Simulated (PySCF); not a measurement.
# C3H4F2: NMR shifts at several levels of theory, part 2 of 2

PySCF 2.14.0. Atoms count from 0. Earlier steps stand in the parts before.

## 9. Nuclear shieldings: LC-wPBE/pcSseg-2

Job settings and geometry (Å):

```
{"job": {"kind": "nmr", "xc": "LC-wPBE", "basis": "pcSseg-2", "pop": false}, "charge": 0, "multiplicity": 1}
F      1.197323    -1.488003    -0.789074
C      1.339829    -0.273861    -0.263558
C      0.309023     0.454815     0.154214
C     -1.114780     0.023135     0.086455
F     -1.715774     0.148403     1.317051
H      2.384860     0.047198    -0.226131
H      0.524300     1.443977     0.566951
H     -1.673332     0.655333    -0.627397
H     -1.188951    -1.023925    -0.247246
```

With the program's defaults for keys left out, this is: GIAO LC-wPBE/pcSseg-2 NMR shielding, non-relativistic, gas phase.

What it wrote:

```text
coarse grid: 7912 points
cycle   1  E = -316.2307702384  dE =  7.006e-01  |g| = 7.066e-01  |ddm| = 1.953e+00
cycle   2  E = -316.2384190109  dE = -7.649e-03  |g| = 7.706e-01  |ddm| = 6.273e-01
cycle   3  E = -316.3188916954  dE = -8.047e-02  |g| = 5.940e-02  |ddm| = 3.174e-01
cycle   4  E = -316.3194772310  dE = -5.855e-04  |g| = 2.229e-02  |ddm| = 4.299e-02
cycle   5  E = -316.3195967458  dE = -1.195e-04  |g| = 9.417e-03  |ddm| = 2.317e-02
cycle   6  E = -316.3196168875  dE = -2.014e-05  |g| = 1.689e-03  |ddm| = 8.326e-03
cycle   7  E = -316.3196182473  dE = -1.360e-06  |g| = 9.356e-04  |ddm| = 2.638e-03
final grid: 78320 points
cycle   8  E = -316.3212874220  dE = -1.317e-04  |g| = 1.025e-02  |ddm| = 3.454e-02
cycle   9  E = -316.3212849720  dE =  2.450e-06  |g| = 1.180e-02  |ddm| = 7.795e-03
cycle  10  E = -316.3213028592  dE = -1.789e-05  |g| = 3.944e-04  |ddm| = 4.065e-03
cycle  11  E = -316.3213028915  dE = -3.228e-08  |g| = 2.035e-04  |ddm| = 5.172e-04
cycle  12  E = -316.3213029008  dE = -9.349e-09  |g| = 5.887e-05  |ddm| = 1.521e-04
cycle  13  E = -316.3213029016  dE = -7.950e-10  |g| = 1.947e-05  |ddm| = 5.559e-05
converged SCF energy = -316.3213029016

GIAO shielding tensors (ppm)
atom      isotropic    diamagn.    paramagn.     s11        s22        s33       span
  0 F      310.474     468.655    -158.180    214.067    268.783    448.573    234.506
  1 C       20.136     248.141    -228.006    -84.524     64.026     80.905    165.428
  2 C       66.061     255.296    -189.235    -51.270     97.560    151.892    203.161
  3 C      109.965     235.062    -125.097     73.757     82.040    174.098    100.341
  4 F      427.142     464.559     -37.417    401.750    412.043    467.633     65.883
  5 H       24.563      29.094      -4.531     21.740     24.743     27.206      5.466
  6 H       25.946      30.691      -4.745     24.235     25.631     27.972      3.737
  7 H       26.691      28.292      -1.600     22.906     26.736     30.432      7.526
  8 H       25.890      28.947      -3.056     21.922     25.896     29.854      7.932
```

It took 51 s on 1 thread of Arm Neoverse N1, shared host; peak memory 0.93 GiB.

Key values: δ C1 168.2, C2 122.2, C3 78.3, F0 -106.8, H5 6.75, H6 5.37 ppm.

## 10. Nuclear shieldings: PBE0/STO-3G

Settings changed since step 9:

```diff
@@ -1,2 +1,2 @@
-{"job": {"kind": "nmr", "xc": "LC-wPBE", "basis": "pcSseg-2", "pop": false}, "charge": 0, "multiplicity": 1}
+{"job": {"kind": "nmr", "xc": "PBE0", "basis": "STO-3G", "pop": true}, "charge": 0, "multiplicity": 1}
 F      1.197323    -1.488003    -0.789074
```

Level: GIAO PBE0/STO-3G NMR shielding, non-relativistic, gas phase.

What it wrote:

```text
coarse grid: 7912 points
cycle   1  E = -311.7002728662  dE =  6.665e-01  |g| = 4.818e-01  |ddm| = 3.837e+00
cycle   2  E = -311.7013738560  dE = -1.101e-03  |g| = 5.325e-01  |ddm| = 1.383e+00
cycle   3  E = -311.7883894104  dE = -8.702e-02  |g| = 3.494e-02  |ddm| = 6.775e-01
cycle   4  E = -311.7886259829  dE = -2.366e-04  |g| = 2.509e-02  |ddm| = 7.792e-02
cycle   5  E = -311.7888080915  dE = -1.821e-04  |g| = 6.242e-03  |ddm| = 3.742e-02
cycle   6  E = -311.7888208977  dE = -1.281e-05  |g| = 1.592e-03  |ddm| = 1.084e-02
cycle   7  E = -311.7888217673  dE = -8.696e-07  |g| = 1.485e-04  |ddm| = 2.210e-03
final grid: 78320 points
cycle   8  E = -311.7547654158  dE = -5.971e-06  |g| = 3.414e-03  |ddm| = 1.135e-02
cycle   9  E = -311.7547659474  dE = -5.315e-07  |g| = 3.191e-03  |ddm| = 8.453e-03
cycle  10  E = -311.7547691171  dE = -3.170e-06  |g| = 1.931e-04  |ddm| = 4.155e-03
cycle  11  E = -311.7547691294  dE = -1.230e-08  |g| = 1.049e-04  |ddm| = 4.464e-04
cycle  12  E = -311.7547691329  dE = -3.441e-09  |g| = 1.806e-05  |ddm| = 1.399e-04
cycle  13  E = -311.7547691330  dE = -8.771e-11  |g| = 8.202e-06  |ddm| = 3.117e-05
converged SCF energy = -311.7547691330

GIAO shielding tensors (ppm)
atom      isotropic    diamagn.    paramagn.     s11        s22        s33       span
  0 F      321.285     453.560    -132.275    209.682    234.338    519.834    310.152
  1 C      112.042     255.731    -143.689     43.208    129.757    163.162    119.953
  2 C      141.490     253.686    -112.196     58.391    153.753    212.325    153.934
  3 C      177.540     247.906     -70.367    150.083    162.302    220.235     70.152
  4 F      445.779     452.423      -6.643    412.040    455.273    470.025     57.985
  5 H       26.779      29.501      -2.721     24.900     25.642     29.796      4.896
  6 H       27.814      31.212      -3.398     25.186     28.864     29.392      4.206
  7 H       30.294      29.586       0.708     26.576     27.921     36.386      9.811
  8 H       29.718      30.847      -1.130     24.887     29.952     34.314      9.427
```

Wall time 3.2 s (1 thread of Arm Neoverse N1, shared host); peak memory 0.31 GiB.

In short: δ C1 122.6, C2 93.2, C3 57.1, F0 -16.9, H5 5.83, H6 4.79 ppm.

## 11. Nuclear shieldings: PBE0/6-31G

Settings changed since step 10:

```diff
@@ -1,2 +1,2 @@
-{"job": {"kind": "nmr", "xc": "PBE0", "basis": "STO-3G", "pop": true}, "charge": 0, "multiplicity": 1}
+{"job": {"kind": "nmr", "xc": "PBE0", "basis": "6-31G", "pop": true}, "charge": 0, "multiplicity": 1}
 F      1.197323    -1.488003    -0.789074
```

With the program's defaults for keys left out, this is: GIAO PBE0/6-31G NMR shielding, non-relativistic, gas phase.

What it wrote:

```text
coarse grid: 7912 points
cycle   1  E = -315.9015096199  dE =  6.408e-01  |g| = 6.086e-01  |ddm| = 2.722e+00
cycle   2  E = -315.8383343024  dE =  6.318e-02  |g| = 8.811e-01  |ddm| = 1.306e+00
cycle   3  E = -315.9717776575  dE = -1.334e-01  |g| = 3.606e-02  |ddm| = 7.617e-01
cycle   4  E = -315.9720537512  dE = -2.761e-04  |g| = 1.873e-02  |ddm| = 6.003e-02
cycle   5  E = -315.9721424340  dE = -8.868e-05  |g| = 5.915e-03  |ddm| = 2.350e-02
cycle   6  E = -315.9721511246  dE = -8.691e-06  |g| = 1.384e-03  |ddm| = 6.889e-03
final grid: 78320 points
cycle   7  E = -315.9582295578  dE = -1.275e-05  |g| = 6.751e-03  |ddm| = 1.353e-02
cycle   8  E = -315.9582234028  dE =  6.155e-06  |g| = 9.106e-03  |ddm| = 1.313e-02
cycle   9  E = -315.9582398992  dE = -1.650e-05  |g| = 7.668e-04  |ddm| = 7.462e-03
cycle  10  E = -315.9582400254  dE = -1.263e-07  |g| = 5.563e-05  |ddm| = 7.368e-04
cycle  11  E = -315.9582400254  dE =  7.208e-11  |g| = 5.917e-05  |ddm| = 1.035e-04
cycle  12  E = -315.9582400263  dE = -8.885e-10  |g| = 7.934e-06  |ddm| = 5.537e-05
converged SCF energy = -315.9582400263

GIAO shielding tensors (ppm)
atom      isotropic    diamagn.    paramagn.     s11        s22        s33       span
  0 F      296.455     474.251    -177.796    186.224    259.770    443.371    257.147
  1 C       51.494     249.908    -198.415    -34.606     84.908    104.179    138.786
  2 C       89.999     256.521    -166.522     -7.226    112.513    164.711    171.937
  3 C      128.619     243.240    -114.621     95.971    105.996    183.891     87.920
  4 F      425.187     468.730     -43.543    402.264    413.183    460.113     57.850
  5 H       25.748      27.675      -1.927     23.222     26.285     27.737      4.515
  6 H       27.162      29.370      -2.207     25.811     27.114     28.562      2.751
  7 H       27.784      28.163      -0.379     23.742     27.744     31.866      8.124
  8 H       27.065      28.765      -1.700     22.544     27.690     30.959      8.415
```

It took 5.7 s on 1 thread of Arm Neoverse N1, shared host; peak memory 0.36 GiB.

Key values: δ C1 148.0, C2 109.5, C3 70.9, F0 -119.1, H5 6.86, H6 5.45 ppm.

## 12. Side by side: NMR shifts

Shifts (ppm) of some atoms, chosen among heavy atoms and hydrogens apart, means over like atoms, with basis size and wall time:

| run | C1 | C2 | C3 | H5 | H7 | F0 | F4 | functions | time |
| --- | --- | --- | --- | --- | --- | --- | --- | --- | --- |
| PBE0/pcSseg-2 | 162.2 | 118.3 | 77.3 | 6.72 | 5.04 | -120.1 | -239.9 | 236 | 35 s |
| mPW1PW91/pcSseg-2 | 162.3 | 118.4 | 77.4 | 6.70 | 5.03 | -119.4 | -238.6 | 236 | 36 s |
| WP04/pcSseg-2 | 162.4 | 118.5 | 80.3 | 6.54 | 4.93 | -120.6 | -229.2 | 236 | 35 s |
| B97-2/pcSseg-2 | 159.2 | 115.8 | 77.0 | 6.69 | 5.03 | -119.5 | -236.4 | 236 | 34 s |
| BHandHLYP/pcSseg-2 | 162.1 | 119.4 | 75.1 | 6.67 | 4.96 | -117.0 | -222.1 | 236 | 34 s |
| CAM-B3LYP/pcSseg-2 | 165.3 | 121.2 | 78.2 | 6.76 | 5.09 | -119.0 | -232.8 | 236 | 46 s |
| wB97X-D/pcSseg-2 | 163.3 | 119.1 | 77.3 | 6.70 | 5.00 | -116.3 | -232.4 | 236 | 44 s |
| LC-wPBE/pcSseg-2 | 168.2 | 122.2 | 78.3 | 6.75 | 5.03 | -106.8 | -223.5 | 236 | 51 s |
| PBE0/STO-3G | 122.6 | 93.2 | 57.1 | 5.83 | 2.60 | -16.9 | -141.4 | 29 | 3.2 s |
| PBE0/6-31G | 148.0 | 109.5 | 70.9 | 6.86 | 5.19 | -119.1 | -247.8 | 53 | 5.7 s |

## 13. Summary of results

The summary covers parts 1 to 2.

| quantity | value |
| --- | --- |
| ¹³C shifts against TMS (PBE0/pcSseg-2) | 162.2, 118.3, 77.3 ppm |
| ¹H shifts against TMS (PBE0/pcSseg-2, means over atoms taken as alike) | 6.72, 5.29, 5.04 ppm |
| ¹⁹F shifts against CFCl3 (PBE0/pcSseg-2) | -120.1, -239.9 ppm |
| range of the shift of F4 | -247.8 to -141.4 ppm |
| property runs in this session | 10, of which 0 failed and 1 gave unsound results |

In words: Single values in the summary come from the first run of each kind that ended normally (PBE0/pcSseg-2), which need not be the best level. At PBE0/pcSseg-2: The largest span, 247 ppm, is at F0, where the paramagnetic term is -173 ppm. Across the 10 runs the shift of F4 moves most, between -247.8 (PBE0/6-31G) and -141.4 ppm (PBE0/STO-3G). A minimal basis is unusable for shieldings, so that end is no result. Most of that comes from the computed reference, not from the atom's own shielding.
